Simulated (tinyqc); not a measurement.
Inside a calculation. Method: extended Hueckel theory, for PH2+. The parameters take no account of the charge, which enters only through the electron count. One step of it, computed by the program tinyqc.

Task: Wolfsberg-Helmholz matrix. H_ij = K' S_ij (H_ii + H_jj)/2 for i != j (the diagonal keeps H_ii), with K' = 1.5.

overlap S, order 1P 3s, 1P 3px, 1P 3py, 1P 3pz, 2H 1s, 3H 1s:
$$\begin{pmatrix}
1.000000 & 0.000000 & 0.000000 & 0.000000 & 0.376225 & 0.376225 \\
0.000000 & 1.000000 & 0.000000 & 0.000000 & 0.000000 & 0.000000 \\
0.000000 & 0.000000 & 1.000000 & 0.000000 & 0.450389 & -0.450389 \\
0.000000 & 0.000000 & 0.000000 & 1.000000 & 0.290349 & 0.290349 \\
0.376225 & 0.000000 & 0.450389 & 0.290349 & 1.000000 & 0.046118 \\
0.376225 & 0.000000 & -0.450389 & 0.290349 & 0.046118 & 1.000000
\end{pmatrix}$$

diagonal H_ii (eV): 1P 3s -18.600000, 1P 3px -14.000000, 1P 3py -14.000000, 1P 3pz -14.000000, 2H 1s -13.600000, 3H 1s -13.600000

K = 1.500000

Give: H.

Result:

H (eV), order 1P 3s, 1P 3px, 1P 3py, 1P 3pz, 2H 1s, 3H 1s:
$$\begin{pmatrix}
-18.6000 & 0.0000 & 0.0000 & 0.0000 & -9.0858 & -9.0858 \\
0.0000 & -14.0000 & 0.0000 & 0.0000 & 0.0000 & 0.0000 \\
0.0000 & 0.0000 & -14.0000 & 0.0000 & -9.3231 & 9.3231 \\
0.0000 & 0.0000 & 0.0000 & -14.0000 & -6.0102 & -6.0102 \\
-9.0858 & 0.0000 & -9.3231 & -6.0102 & -13.6000 & -0.9408 \\
-9.0858 & 0.0000 & 9.3231 & -6.0102 & -0.9408 & -13.6000
\end{pmatrix}$$
